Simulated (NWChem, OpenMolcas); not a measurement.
**Worked example: vertical ionisation energy of PH3 (phosphine)**

PH3: 4 atoms, total charge 0, spin state singlet. As SMILES, `P`. Geometry: relaxed at PBE0-D4/def2-TZVP.

Both states at this one shape; open shells run unrestricted unless said. 1 Eh = 27.2114 eV.

| level | program | singlet PH3 (Eh) | doublet [PH3]+ (Eh) |
| --- | --- | --- | --- |
| r2SCAN/STO-3G | OpenMolcas | -339.242066 | -338.930065 |
| wB97X/SBKJC-VDZ (core potential) | NWChem | -8.252228 | -7.868656 |

Problem. Work out the vertical ionisation energy at each level.

Solution. 
1. r2SCAN/STO-3G: -338.930065 − (-339.242066) = 0.312001 Eh = 8.49 eV.
2. wB97X/SBKJC-VDZ (core potential): -7.868656 − (-8.252228) = 0.383572 Eh = 10.44 eV.

No measured value is set beside it here; the levels span 8.49 to 10.44 eV. Minimal sets are far from the basis-set limit.
